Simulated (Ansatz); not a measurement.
Two shapes of singlet HF₂(-).

Shape 1:

```xyz
3

F     0.0259    0.0405   -1.1300
H    -0.0131    0.0189    0.0444
F    -0.0387   -0.0116    1.1733
```

Shape 2:

```xyz
3

F     0.0000    0.0000   -1.0523
H     0.0000    0.0000    0.0000
F     0.0000    0.0000    1.0523
```

Basis set: 6-31G* (spherical functions). Frozen core: 2 orbitals. Charge -1, multiplicity 1.

Computed with Ansatz (development build ahead of 0.2.0); each method stands on the lowest determinant of its kind that the runs found.

(1) Which shape is lower in energy, and by how much in each method?

Answers

(1)

```tsv
method	E(2) − E(1) (eV)
RHF	0.203
RHF-MP2	0.339
```

Shape 1 is lower. Caution: no diffuse functions for an anion.
